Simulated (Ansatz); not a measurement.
A run of Ansatz (development build ahead of 0.2.0) on singlet CH3(+) at this shape:

```xyz
4

C     0.0000    0.0000    0.0000
H     1.1924    0.0000    0.0000
H    -0.5962    1.0326    0.0000
H    -0.5962   -1.0326    0.0000
```

Its results:

- Converged: yes
- Reference energy: -39.21718 hartree
- Correlation energy: -0.11063 hartree
- Total energy: -39.32781 hartree
- Spin squared of the determinant: 0.000

Which input gives this output? Name the method, the orbitals and the basis set, and write the input.

RHF-MP2 in cc-pVDZ. An unrestricted run that stays on the closed shell gives the same numbers.

```yaml
crystal:
  periodic: [false, false, false]
  atoms:
    - { symbol: C, position_ang: [0.0, 0.0, 0.0] }
    - { symbol: H, position_ang: [1.19239, 0.0, 0.0] }
    - { symbol: H, position_ang: [-0.5962, 1.03264, 0.0] }
    - { symbol: H, position_ang: [-0.5962, -1.03264, 0.0] }
basis:
  gaussian: { orbitals: cc-pVDZ }
total_charge: 1
hamiltonian:
  xc: hf
correlation:
  method: mp2
  frozen_orbitals: { C: 1, H: 0 }
```
